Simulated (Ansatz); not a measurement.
This script drives Ansatz 0.2.0, Python API.

Script `scan_b2h7p.py`:
```python
"""Potential curve of B2H7P along one bond."""

import ansatz as az
import numpy as np

BASIS_SET = "6-31G*"
XC = "cam_b3lyp"

molecule = (
    az.Crystal.molecule()
    .atom("B", (1.6683, 0.3955, 0.2431))
    .atom("P", (0.1987, -0.4659, -0.5598))
    .atom("B", (-1.4003, 0.0947, 0.2845))
    .atom("H", (2.5171, -0.2432, 0.7589))
    .atom("H", (1.7365, 1.5745, 0.2364))
    .atom("H", (0.1488, -0.1317, -1.9262))
    .atom("H", (0.3382, -1.8596, -0.4205))
    .atom("H", (-1.3629, -0.1957, 1.4391))
    .atom("H", (-2.3295, -0.4438, -0.2302))
    .atom("H", (-1.5148, 1.2752, 0.1747))
)

symbols = [site.symbol for site in molecule.cartesian_sites]
start = np.array([site.position_ang for site in molecule.cartesian_sites])
axis = (start[9] - start[2]) / np.linalg.norm(start[9] - start[2])
moving = [9]
lengths, energies = [1.048, 1.096, 1.143, 1.191, 1.239, 1.286, 1.334, 1.406], []
for length in lengths:
    xyz = start.copy()
    xyz[moving] += (length - np.linalg.norm(start[9] - start[2])) * axis
    point = az.Crystal.molecule()
    for symbol, place in zip(symbols, xyz):
        point = point.atom(symbol, place.tolist())
    model = point.calculation().basis(gaussian=BASIS_SET).functional(XC)
    r = model.run(threads=1, pin="off").report
    energies.append(r["free_energy_ev"])
    print(f"r = {length:6.3f} A  E = {energies[-1]:.5f} eV  <S^2> = {abs(r['mean_field']['state']['spin_squared']):.3f}")

# quartic fit about the minimum
fit = np.polynomial.Polynomial.fit(lengths, np.array(energies) - min(energies), 4).convert()
roots = [r.real for r in fit.deriv().roots() if abs(r.imag) < 1e-9 and fit.deriv(2)(r.real) > 0]
r_e = min(roots, key=lambda r: abs(r - lengths[int(np.argmin(energies))]))
print(f"minimum of the fit at {r_e:.4f} A, force constant {fit.deriv(2)(r_e):.2f} eV/A^2")
```

It is started by `python scan_b2h7p.py`. Estimate its wall time and peak memory on 1 thread of Arm Neoverse V1, with other jobs on the host.

It took about 15 s, with a peak of 0.2 GiB, for 8 runs of the engine.

```console
$ python scan_b2h7p.py
r =  1.048 A  E = -10751.81956 eV  <S^2> = 0.000
r =  1.096 A  E = -10752.03048 eV  <S^2> = 0.000
r =  1.143 A  E = -10752.14968 eV  <S^2> = 0.000
r =  1.191 A  E = -10752.20089 eV  <S^2> = 0.000
r =  1.239 A  E = -10752.19593 eV  <S^2> = 0.000
r =  1.286 A  E = -10752.14840 eV  <S^2> = 0.000
r =  1.334 A  E = -10752.06591 eV  <S^2> = 0.000
r =  1.406 A  E = -10751.89450 eV  <S^2> = 0.000
minimum of the fit at 1.2095 A, force constant 22.13 eV/A^2
```

The settings weren't tested for convergence. The rest of the molecule is held rigid at a force-field or estimated start geometry, and the basis set is modest; single-reference methods fail as a bond breaks. The orbitals are restricted, so S² is zero by construction.
